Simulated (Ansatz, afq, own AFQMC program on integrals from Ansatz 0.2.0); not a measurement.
**BNH₃, doublet, reference energies and how methods fare**

| atom | x (Å) | y (Å) | z (Å) |
| --- | --- | --- | --- |
| B | 0.0000 | -0.1798 | 0.7865 |
| N | 0.0000 | 0.0674 | -0.5650 |
| H | 0.0000 | 0.6578 | 1.6392 |
| H | 0.0000 | 0.9957 | -0.9652 |
| H | 0.0000 | -0.6620 | -1.2589 |

Geometry: a PBE0/def2-TZVP stationary point, not shown to be a minimum. Basis cc-pVTZ. Only valence electrons are correlated. AFQMC by an in-house program on the Cholesky factors that Ansatz 0.2.0 writes for its CCSD(T) run. ph-AFQMC/CISD is guided by a CISD state made of CCSD amplitudes; releasing the constraint for a short imaginary time cuts its bias at the price of noise, slowly where states lie close. Uncertainties: one standard error, sampling alone.

Best estimates are CCSD(T) at the basis-set limit (def2-TZVPP/QZVPP) plus the step from CCSD(T) to the highest rung at hand in cc-pVTZ, named in the table (released AFQMC can keep some 10 meV of bias). No zero-point, core-correlation or spin–orbit terms. Other levels are in cc-pVTZ; a dash marks a level that is missing or breaks spin symmetry for a member.

Cautions: BNH₃ (doublet): the released value is read at 2.40 1/Eh (meV from the phaseless value at times in 1/Eh: -8 ± 4 at 0.24, -5 ± 4 at 0.51, -14 ± 3 at 0.99, 3 ± 8 at 1.62, -3 ± 7 at 2.40); BNH₃⁺ (triplet): another spin lies lower, the released value is read at 2.40 1/Eh (meV from the phaseless value at times in 1/Eh: -3 ± 5 at 0.24, -3 ± 3 at 0.51, -16 ± 4 at 0.99, -10 ± 7 at 1.62, -17 ± 7 at 2.40); row 1: this isn't the first ionization.

```
                         process  best estimate (kJ/mol)    highest rung
to charge +1, triplet (vertical)                1124 ± 1  released AFQMC
to charge +1, singlet (vertical)               777 ± 0.7  released AFQMC
                   to free atoms              1624 ± 0.7  released AFQMC
```

Errors against the best estimates in kJ/mol, the processes numbered in the order above:

```
        level   error, 1  error, 2   error, 3
          MP2         -4       -10        -24
      CCSD(T)        -13        -6        -47
ph-AFQMC/CISD  -12 ± 0.7  -7 ± 0.7  -47 ± 0.5
  CCSD(T)/CBS          1         0          0
          PBE          6         3         56
       r2SCAN        -15        16         30
         PBE0        -13        10         22
        B3LYP         -2         8         31
      wB97M-V         -7       -17         18
       B2PLYP        -11        -5          9
```

Cost at the first geometry (cards were shared with other jobs): PBE0/cc-pVTZ, 1.4 s on 1 thread of AMD EPYC 7R13 Processor (Zen 3), on a shared host; UCCSD(T)/cc-pVTZ, 2.5 s on 1 × NVIDIA H100 80GB HBM3 with 1 thread of AMD EPYC 7R13 Processor (Zen 3) (shared host); CCSD(T)/def2-QZVPP, 4 s on 1 × NVIDIA H100 80GB HBM3 with 1 thread of AMD EPYC 7R13 Processor (Zen 3), with other jobs on the host; ph-AFQMC/CISD with release, 88 s on 1 × NVIDIA H100 80GB HBM3 with 2 threads of AMD EPYC 7R13 Processor (Zen 3) (shared host).

Best estimates are given only where the step beyond CCSD(T) is under 0.3 eV and no member's determinant is very poor (T1 over 0.05, or 0.07 for open shells, ⟨S²⟩ too high by 0.3, two states mixed), so the hardest cases are missing from such tables.

The functionals ran in a triple-zeta set and keep a basis error of their own, a few kJ/mol for each bond in atomization energies and more for double hybrids, so close places among them and the extrapolated levels can swap.

Each member of a difference takes its own highest rung, so a best estimate needn't equal the limit plus the step of one row. A walk keeps the symmetry of its determinant, which the program's search chose and which needn't be the lowest solution, so a lower state of the same spin and another symmetry isn't excluded. Released energies are given only where the last usable release times agree within the noise; a slower fall can still hide under it.
